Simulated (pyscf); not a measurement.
Optimised with ωB97X-D3(BJ)/def2-SVP in PySCF.

Question: Estimate by transition-state theory the rate constant of HO–GaH₂ + NH₃ -> H₂N–GaH–OH + H₂ (singlet surface; Ga–H, H–N broken, Ga–N, H–H formed) at 600 K, with ωB97M-D3(BJ)/def2-TZVP energies (ideal gas, 1 atm, RRHO with modes under 100 cm⁻¹ raised to 100, one conformer, R ln 2 for chiral ones without a mode under 150 cm⁻¹; no tunnelling).

Answer: The electronic barrier is 19.6 kcal/mol and the thermal terms add +18.1, so ΔG‡ = 37.7 kcal/mol. With k_BT/h = 1.25e+13 s⁻¹ and RT = 1.192 kcal/mol, and a volume of 8.18e-20 cm³ per molecule at 1 atm, k = 1.9e-20 cm³ molecule⁻¹ s⁻¹. Wigner's tunnelling factor for 1392i cm⁻¹ would be 1.46, likely too low at so high a frequency. A shift of 1 kcal/mol in the barrier changes k by a factor 2.3. On the reactant side the descent ends in an adduct with a Ga–N contact (not fully relaxed), 23.2 kcal/mol under the separated species and 40.9 kcal/mol under the saddle at ωB97X-D3(BJ)/def2-TZVP. What is counted as formed (Ga–N) is already present as a longer contact in the reactant adduct; forming that adduct is a step of its own. At the saddle there is also a short Ga–H contact that neither side keeps. One saddle was located; it need not be the lowest between these sides. Elements up to Kr have no core potential and no relativistic terms here.
